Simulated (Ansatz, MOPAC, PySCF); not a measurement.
Pair of molecules: HF (SMILES F) (first 2 atoms) with HF (SMILES F); geometry from NCB31 set.
(charge 0, multiplicity 1):
```xyz
4

F      1.324    -0.090     0.000
H      1.740     0.733     0.000
F     -1.457     0.019     0.000
H     -0.539    -0.095     0.000
```

Counterpoise-corrected where a basis set is named; no monomer relaxation. Rows marked so take none.

Frozen-core correlation. CBS(a, b) extrapolates the correlation energy as X⁻³ and adds the Hartree–Fock energy of set b. Rows in 3-21G, 6-31G* carry no dispersion term and start afresh at each structure (6-31G* with six Cartesian d functions). The state that PM6 reach isn't checked.

Programs: Ansatz (an electronic-structure program) with Gaussian orbitals; MOPAC for PM6 (differences of heats of formation); PySCF for 3-21G rows, 6-31G* rows, the dispersion terms. Each number belongs to the level named beside it.

Other levels give for the interaction energy: PBE/def2-TZVPPD -4.55; B3LYP/def2-TZVPPD -4.35; B3LYP-D3(BJ)/def2-TZVPPD -4.71; wB97M-V/def2-TZVPPD -4.58; CCSD(T)/CBS(aug-cc-pVTZ, aug-cc-pVQZ) -4.61 kcal/mol.

Problem. What do these common cheap choices give for the same quantity: PM6, HF/3-21G (no counterpoise), HF/6-31G*, HF/6-31G* (no counterpoise), B3LYP/3-21G (no counterpoise), B3LYP/6-31G*, B3LYP/6-31G* (no counterpoise), M06-2X/6-31G* (no counterpoise)?

Solution. PM6 3.13; HF/3-21G (no counterpoise) -10.45; HF/6-31G* -4.63; HF/6-31G* (no counterpoise) -6.06; B3LYP/3-21G (no counterpoise) -13.31; B3LYP/6-31G* -5.32; B3LYP/6-31G* (no counterpoise) -7.90; M06-2X/6-31G* (no counterpoise) -7.51 kcal/mol. They span -13.31 to 3.13 kcal/mol.
